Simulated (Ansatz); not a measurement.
Results of PBEsol in Ansatz (PAW) for fcc Sr.

A relaxed, unreconstructed slab of the (211) face has 12 atoms, two equal faces of 43.113 Å² each and an energy of -41904.1639 eV. A bulk cell of 6 atoms with the same orientation and in-plane k mesh has -20953.2815 eV. Energies are extrapolated to zero smearing.

Numerical settings: plane-wave cutoff 500 eV, 6×14×1 k mesh (along the axes of the cell as run), Fermi–Dirac smearing 0.1 eV, scalar-relativistic PAW data made under PBE.

Worked out: γ = (E_slab − N E_bulk per atom)/2A = [-41904.1639 − 12 × (-20953.2815/6)]/(2 × 43.113) = 0.0278 eV/Å². With 16.022 J/m² per eV/Å² this is 0.45 J/m², or 1.20 eV per surface cell and face.

Ansatz is an electronic-structure program.
